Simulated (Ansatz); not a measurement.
**C₃H₇+: small, medium and large basis sets**

The task here is to estimate one member of a computed series from the others.

Program: Ansatz 0.2.0, Gaussian basis. Level of theory: one geometry, several basis sets. These are calculated values, not measurements.

Levels to be run: PBE0-D4/def2-SVP; ωB97M-V/def2-SVP; PBE0-D4/def2-QZVPP; ωB97M-V/def2-QZVPP; CCSD(T)/cc-pV(D+d)Z; CCSD(T)/cc-pV(T+d)Z; CCSD(T)/cc-pV(Q+d)Z; the functionals' def2-TZVPP values are taken from earlier runs.

### Structure used throughout

All runs share one geometry, relaxed beforehand with PBE0-D4 in a triple-zeta def2 set.

SMILES `C[CH+]C`, 10 atoms, charge 1, spin multiplicity 1.

Atoms are counted from 1 here; the program's logs count them from 0.

Bond lengths: C1–C2 1.428 Å, C1–H4 1.119 Å, C1–H5 1.095 Å, C1–H6 1.088 Å, C2–C3 1.428 Å, C2–H7 1.093 Å, C3–H8 1.095 Å, C3–H9 1.088 Å, C3–H10 1.119 Å. Angles: C2–C1–H4 100.7°, C2–C1–H5 113.3°, C2–C1–H6 115.7°, H4–C1–H5 102.4°, H4–C1–H6 108.1°, H5–C1–H6 114.5°, C1–C2–C3 125.9°, C1–C2–H7 117.1°, C3–C2–H7 117.1°, C2–C3–H8 113.2°, C2–C3–H9 115.7°, C2–C3–H10 100.8°, H8–C3–H9 114.5°, H8–C3–H10 102.4°, H9–C3–H10 108.1°.

Geometry (Å):

```xyz
10
C3H7
C    -0.81622    0.87342   -0.46449
C     0.17352   -0.15468   -0.42251
C     0.69619   -0.76504    0.75762
H    -1.70629    0.29170   -0.81273
H    -0.66628    1.58552   -1.28234
H    -1.06438    1.32933    0.49190
H     0.56606   -0.50658   -1.37974
H     0.93067   -1.82651    0.62734
H     0.17443   -0.52802    1.68260
H     1.71232   -0.29911    0.80235
```

Set-up of the first run:

in.yaml reads:

```yaml
crystal:
  periodic: [false, false, false]
  atoms:
    - {symbol: C, position_ang: [-0.816222, 0.873416, -0.464489]}
    - {symbol: C, position_ang: [0.173516, -0.154684, -0.422513]}
    - {symbol: C, position_ang: [0.696186, -0.765039, 0.757617]}
    - {symbol: H, position_ang: [-1.706287, 0.291696, -0.812734]}
    - {symbol: H, position_ang: [-0.666277, 1.585515, -1.282344]}
    - {symbol: H, position_ang: [-1.064379, 1.329330, 0.491901]}
    - {symbol: H, position_ang: [0.566060, -0.506582, -1.379739]}
    - {symbol: H, position_ang: [0.930667, -1.826511, 0.627342]}
    - {symbol: H, position_ang: [0.174433, -0.528017, 1.682604]}
    - {symbol: H, position_ang: [1.712315, -0.299113, 0.802346]}
basis:
  gaussian: {orbitals: def2-SVP}
total_charge: 1
hamiltonian: {xc: pbe0, dispersion: d4}
output: {orbitals: {seedname: orbitals}}
```

Launch:

```bash
$ ansatz run in.yaml --threads 2 --pin off --events-out ev --progress --plain --max-ram 32768MiB --backend cpu
```

Among the steps run: PBE0-D4 in def2-SVP; ωB97M-V in def2-SVP; PBE0-D4 in def2-QZVPP; ωB97M-V in def2-QZVPP.

One of the session's tables, all rows but one given; the rest of the session is left out.

It belongs to the step «Functionals by basis». 

```
functional       basis  HOMO (eV)  LUMO (eV)
   PBE0-D4    def2-SVP     -16.76      -9.25
   PBE0-D4  def2-TZVPP     -16.73      -9.17
   PBE0-D4  def2-QZVPP     -16.73      -9.17
   ωB97M-V    def2-SVP          ?          ?
   ωB97M-V  def2-TZVPP     -19.08      -6.89
   ωB97M-V  def2-QZVPP     -19.08      -6.89
```

Q: Estimate the row for ωB97M-V, def2-SVP from the others.

As computed: HOMO (eV): -19.10; LUMO (eV): -6.96. In the column «HOMO (eV)» it is the lowest.
